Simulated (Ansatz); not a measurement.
We consider bcc Na, described by RPBE in Ansatz (PAW).

Numerical settings: plane-wave cutoff 520 eV, 18×18×18 k mesh, Fermi–Dirac smearing 0.05 eV, scalar-relativistic PAW data made under PBE.

Energies at three volumes about the minimum:

| V (Å³/atom) | E − E_lowest (meV/atom) |
|---|---|
| 38.653 | 0.36 |
| 39.442 | 0.00 |
| 40.231 | 0.33 |

Problem. Fit a parabola by hand: where is the minimum, what lattice constant follows, and what is the bulk modulus?

Solution. Slopes: (0.00 − 0.36)/(39.442 − 38.653) = -0.456 and (0.33 − 0.00)/(40.231 − 39.442) = 0.418 meV/Å³. Curvature E″ = 2 × (0.418 − (-0.456))/(40.231 − 38.653) = 1.108 meV/Å⁶. From the middle of the first interval, the slope vanishes at V0 = 39.0475 − (-0.456)/1.108 = 39.459 Å³/atom. B = V0 E″ = 39.459 × 1.108 meV/Å³ × 0.1602 GPa per meV/Å³ = 7.00 GPa. With 2 atoms in the cube, a = (2 × 39.459)^(1/3) = 4.289 Å. The full Birch–Murnaghan fit to all volumes gives V0 = 39.448 Å³/atom and B0 = 7.0 GPa.

Measured, for comparison: bulk modulus 7.9 GPa (0 K value with the zero-point phonon effect removed, sources range from 7.6 to 7.9; as tabulated in Mejia-Rodriguez and Trickey (2018), arXiv:1807.09216); lattice constant a 4.214 Å (static lattice: zero-point anharmonic expansion removed, sources range from 4.207 to 4.214; as tabulated in Mejia-Rodriguez and Trickey (2018), arXiv:1807.09216). Computed less measured: bulk modulus -11 % (-8 % to -11 % over the range).

Ansatz is a quantum-chemistry and plane-wave program.
